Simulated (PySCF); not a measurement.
## How far each method lies from RCCSDT for GeNO, sextet

Geometry: that of the GeNO, quartet, kept fixed.

| atom | x (Å) | y (Å) | z (Å) |
| --- | --- | --- | --- |
| Ge | 0.0000 | -0.0309 | 0.6974 |
| N | 0.0000 | 0.4771 | -1.2003 |
| O | 0.0000 | -0.2772 | -2.1153 |

Basis cc-pVDZ; PySCF 2.14.0. Correlated methods freeze the noble-gas cores and the filled d shells of p-block atoms, which leaves 15 electrons in 39 orbitals. Prefix R: restricted or restricted open-shell reference; prefix U: unrestricted. No spin–orbit coupling is included, and no scalar relativity.

Full CI isn't at hand for all of this; RCCSDT serves as the reference. It lacks quadruple excitations, which often exceed the step from CCSD(T) to CCSDT. The frozen core follows each run's orbitals, which can shift R against U totals by a few meV for light atoms and by up to 0.1 eV past Ca.

```
UHF ⟨S²⟩                          : 8.780
T1 diagnostic (ROHF- or RHF-based CCSD)             : 0.0303
largest doubles amplitude (ROHF- or RHF-based CCSD) : 0.054
```

| level | E − E(RCCSDT) (meV) | share of correlation (%) | wall time |
| --- | --- | --- | --- |
| RHF | 10421 | 0.00 | – |
| RMP2 | 601 | 94.23 | – |
| RCCSD | 349 | 96.65 | – |
| RCCSD(T) | 16 | 99.85 | 6.3 s |

The correlation energy at RCCSDT, counted from RHF, is -10.421 eV. That run took 18 min on 1 thread of Arm Neoverse V1, shared host.

Run but not shown, since their state, orbitals or frozen core can't be matched to the reference's or they repeat it: UHF, UMP2, UCCSD, UCCSD(T).

Times are those of the correlated step on a shared host, with one SCF added for the restricted CCSD run; they ran on 1 thread of Arm Neoverse V1.
